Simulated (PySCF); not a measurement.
Ethanol, C2H6O, SMILES C(O)C (B3LYP/def2-SVP optimised geometry):

```
9

C      0.839     0.249     0.000
C     -0.685     0.249     0.000
O     -1.239    -0.363    -1.147
H      1.239     0.783     0.878
H      1.226     0.734    -0.910
H      1.237    -0.781     0.030
H     -1.061    -0.220     0.933
H     -1.060     1.286     0.000
H     -0.953    -1.286    -1.161
```

Level of theory: B3LYP/def2-TZVP run with PySCF 2.14.0.

Task: What are the frontier orbital energies and the dipole moment?

Result: HOMO-2 -10.22 eV, HOMO-1 -8.98 eV, HOMO -7.61 eV, LUMO 0.65 eV, LUMO+1 1.68 eV; dipole moment 1.66 D.

On the same geometry PBE/def2-TZVP run with PySCF gives HOMO-2 -8.89 eV, HOMO-1 -7.64 eV, HOMO -6.17 eV, LUMO 0.18 eV, LUMO+1 1.21 eV; dipole moment 1.57 D.

Meta-Löwdin charges at B3LYP/def2-TZVP: C1 -0.34, C2 0.03, O3 -0.54, H4 0.11, H5 0.11, H6 0.10, H7 0.08, H8 0.11, H9 0.33.
